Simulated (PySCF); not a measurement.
## Computed and published core binding energies of `[C-]#[N+]C(F)(F)F`

Measured values to reproduce (core binding energies): C 1s of C1 294.28 eV [1]; C 1s of C3 301.35 eV [1]; N 1s of N2 (atom 2) 407.97 eV [1]; F 1s of F4/F5/F6 695.53 eV [1]. Sources and the comparison follow the method.

Compound: C2F3N.
Atom-mapped SMILES: `[C-:1]#[N+:2][C:3]([F:4])([F:5])[F:6]`

Structure used (PBE0-D3(BJ)/def2-SVP), in Å, numbered top down from 1:
```xyz
6
C2F3N angstrom
C      1.9975   -0.5875   -0.5056
N      0.9005   -0.2625   -0.2290
C     -0.4085    0.1204    0.1033
F     -1.2780   -0.6708   -0.5000
F     -0.5853    0.0341    1.4094
F     -0.6262    1.3663   -0.2781
```

Computed with delta-SCF UKS SCAN, pcX-2 on the ionised atom, pcseg-1 elsewhere, spin-free X2C (PySCF 2.14.0). Binding energies are ΔSCF values: E(core-ionised, relaxed orbitals) − E(ground state) at a fixed geometry, referred to the vacuum level.

| atom | environment | level | this calculation (eV) | reference (eV) | difference (eV) | source |
| --- | --- | --- | --- | --- | --- | --- |
| C1 | isocyanide carbon | C 1s | 294.29 | 294.28 | +0.01 | [1] |
| C3 | CF3 carbon | C 1s | 301.11 | 301.35 | -0.24 | [1] |
| N2 | isocyanide nitrogen | N 1s | 407.96 | 407.97 | -0.01 | [1] |
| F4/F5/F6 | fluorine of a CF3 group | F 1s | 695.27 | 695.53 | -0.26 | [1] |

[1] measured, gas; Beach, A photoelectron spectroscopic study of bonding in inorganic and organometallic compounds, PhD thesis, LBL 1985

Task: How well does this level of theory reproduce the measurements here?

Result: Over the 4 different measured values (4 distinct lines) the mean signed difference is -0.12 eV, the mean unsigned one 0.13 eV and the largest 0.26 eV. The calculation is vertical and has no vibrational structure, and measured positions depend on the energy calibration.

The listed C 1s values span 6.82 eV, from C1 (bonded to N (triple bond)) to C3 (bonded to 3 F and N). Summing the Pauling electronegativity differences to the bonded atoms, each weighted by its formal bond order, gives +1.47 for the lowest site and +4.78 for the highest.

The first atom of each set that the bonding makes equivalent was ionised and stands for the set. Spin contamination (⟨S²⟩ against 0.75 for a pure doublet) is marked for C 1s of C1 (0.89), which makes this value less certain. Isolated species at its PBE0-D3(BJ)/def2-SVP geometry, gas phase.
